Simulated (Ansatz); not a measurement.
This Ansatz (a program for electronic structure) input (PBE/cc-pVDZ) gives -274.61456 Eh with 47 basis functions. A basis named .json is the Basis Set Exchange file of that set (core-valence sets with the plain set on hydrogen).

Ansatz 0.2 input:
```yaml
crystal:
  periodic: [false, false, false]
  atoms:
    - {symbol: F, position_ang: [-0.02225252, 1.11779558, -0.29098290]}
    - {symbol: O, position_ang: [0.18529947, -0.00260891, 0.50398691]}
    - {symbol: F, position_ang: [-0.07464433, -1.11750055, -0.28329124]}
    - {symbol: H, position_ang: [-0.61032413, 0.01821598, 1.13657204]}
basis:
  gaussian:
    orbitals: cc-pVDZ
hamiltonian:
  xc: {name: PBE}
total_charge: 1
magnetization: {spin_polarized: false}
```

Change:
```diff
- orbitals: cc-pVDZ
+ orbitals: 6-311G__.json
```

Task: What does the run give now?

Result: -274.67545 Eh (PBE/6-311G**, 60 functions), a change of -60.89 mEh.
